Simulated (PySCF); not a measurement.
Orbital picture of OF

UHF at R = 1.333 Å; basis O x2c-TZVPPall, F x2c-TZVPPall; spin-free X2C with a Gaussian nucleus; PySCF 2.14. State: ²Π (doublet), unpaired electrons π ↑. Only the outer orbitals are listed, counted within each symmetry.

| spin | orbital | occ. | ε (eV) | on O (%) | main shells (%) |
| --- | --- | --- | --- | --- | --- |
| α | 3σ | 1 | -47.31 | 29 | 69 F s, 24 O s |
| α | 4σ | 1 | -36.07 | 69 | 68 O s, 26 F s |
| α | 1π | 1 | -22.69 | 53 | 53 O p, 47 F p |
| α | 1π | 1 | -21.42 | 33 | 67 F p, 32 O p |
| α | 5σ | 1 | -20.21 | 49 | 48 F p, 42 O p |
| α | 2π | 1 | -17.38 | 47 | 53 F p, 47 O p |
| α | 2π | 1 | -15.63 | 68 | 68 O p, 32 F p |
| α | 6σ | 0 | 5.64 | 68 | 70 O p, 42 F p |
| β | 3σ | 1 | -46.51 | 18 | 80 F s, 13 O s |
| β | 4σ | 1 | -32.39 | 72 | 72 O s, 15 F s, 12 F p |
| β | 1π | 1 | -21.08 | 24 | 76 F p, 24 O p |
| β | 5σ | 1 | -19.81 | 47 | 51 F p, 35 O p, 12 O s |
| β | 1π | 1 | -19.28 | 6 | 94 F p |
| β | 2π | 1 | -14.63 | 76 | 76 O p, 24 F p |
| β | 2π | 0 | 2.09 | 96 | 96 O p |
| β | 6σ | 0 | 6.48 | 83 | 82 O p, 31 F p |

**Question.** Which are the highest filled and the lowest empty level, where do they sit, and how wide is the gap?

**Answer.** Highest filled β 2π at -14.63 eV (in %: 76 O p, 24 F p); lowest empty β 2π at 2.09 eV (in %: 96 O p); the gap at UHF is 16.72 eV. Both belong to one degenerate shell, split only by its one-sided filling, so this is no excitation gap. An empty level above zero is unbound, and its energy depends on the basis.

| Quantity | Value |
| --- | --- |
| bond order (Mayer) | 0.94 |
| ⟨S²⟩ | 0.764 |
| charge on O (Mulliken, basis-dependent) | 0.09 |
| charge on O (Löwdin, basis-dependent) | 0.04 |
| dipole moment (positive dipole means O(−)F(+)) | -0.37 D |
| polarisability along the bond | 11.4 bohr³ |
| polarisability across the bond | 4.4 bohr³ |

The state was picked by a PBE0 search and need not be the measured ground state.
